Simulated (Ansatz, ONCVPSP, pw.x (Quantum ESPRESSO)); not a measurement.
What a changed setting does to a pw.x run (bcc Ge)

Potential: optimised norm-conserving Vanderbilt (ONCV), ONCVPSP 4.0.1.1 (patched build), PBEsol; core [Ar] 3d10, reference 4s2 4p2; waves: 4s: rc 1.90 bohr, ncon 4, nbas 7, qcut 3.4 1/bohr, 2 projectors, debl 1.9 Ha; 4p: rc 2.50 bohr, ncon 3, nbas 7, qcut 2.8 1/bohr, 1 projector; d scattering state at 0.02 Ha: rc 2.50 bohr, ncon 4, nbas 9, qcut 3.8 1/bohr, 2 projectors, debl 1.7 Ha; local part: polynomial inside 1.50 bohr (lpopt 3, dvloc0 0 Ha); core correction: Teter function, fcfact 1.75, rcfact 1.5.

The reference run (k-mesh 14³, cutoffs 75/300 Ry, Fermi–Dirac 0.01 Ry, mixing_beta 0.4, conv_thr 1e-9, no spin) gives -0.54 GPa at 18.298 Å³/atom, where all-electron LAPW gives -0.09 GPa. This run, with its own iteration cap, changes conv_thr to 0.0001.

```
&control
  calculation='scf', prefix='x', pseudo_dir='./', outdir='./tmp', tstress=.true., disk_io='none'
/
&system
  ibrav=0, nat=1, ntyp=1, ecutwfc=75, ecutrho=300, nbnd=9,
  occupations='smearing', smearing='fd', degauss=0.01
/
&electrons
  conv_thr=0.0001, mixing_beta=0.4, electron_maxstep=50
/
ATOMIC_SPECIES
Ge 1.0 Ge.UPF
CELL_PARAMETERS angstrom
  -1.66002468 1.66002468 1.66002468
  1.66002468 -1.66002468 1.66002468
  1.66002468 1.66002468 -1.66002468
ATOMIC_POSITIONS crystal
Ge 0.0000 0.0000 0.0000
K_POINTS automatic
14 14 14 0 0 0
```

```bash
pw.x < Ge.scf.in > Ge.scf.out
```

**Question.** How does the run end?

**Answer.** It converges in 3 iterations; the free energy moves by +0.0 meV/atom and the pressure by +0.00 GPa. The result is that of the reference run.

```
Message from routine setup:
     using ibrav=0 with symmetry is DISCOURAGED, use correct ibrav instead
     lattice parameter (alat)  =       5.4334  a.u.
     unit-cell volume          =     123.4810 (a.u.)^3
     number of electrons       =         4.00
     number of Kohn-Sham states=            9
     kinetic-energy cutoff     =      75.0000  Ry
     charge density cutoff     =     300.0000  Ry
     scf convergence threshold =      1.0E-04
     Exchange-correlation= PBESOL
     number of k points=   104  Fermi-Dirac smearing, width (Ry)=  0.0100
     iteration #  1     ecut=    75.00 Ry     beta= 0.40
     total energy              =      -8.58301168 Ry
     estimated scf accuracy    <       0.00221647 Ry
     iteration #  2     ecut=    75.00 Ry     beta= 0.40
     total energy              =      -8.58275750 Ry
     estimated scf accuracy    <       0.00063375 Ry
     iteration #  3     ecut=    75.00 Ry     beta= 0.40
     the Fermi energy is     7.9950 ev
!    total energy              =      -8.58280424 Ry
     estimated scf accuracy    <       0.00000263 Ry
     smearing contrib. (-TS)   =      -0.00187027 Ry
     The total energy is F=E-TS. E is the sum of the following terms:
     one-electron contribution =       3.79222981 Ry
     hartree contribution      =       0.07327656 Ry
     xc contribution           =      -3.16561732 Ry
     ewald contribution        =      -9.28082301 Ry
     convergence has been achieved in   3 iterations
          total   stress  (Ry/bohr**3)                   (kbar)     P=       -5.39
     Message from routine punch:
     Nothing written, as per user request (disk_io='none')
```

The run took about 6.8 s on one core of a shared host (Neoverse-V2, 96 threads, 742 GiB, load 56).
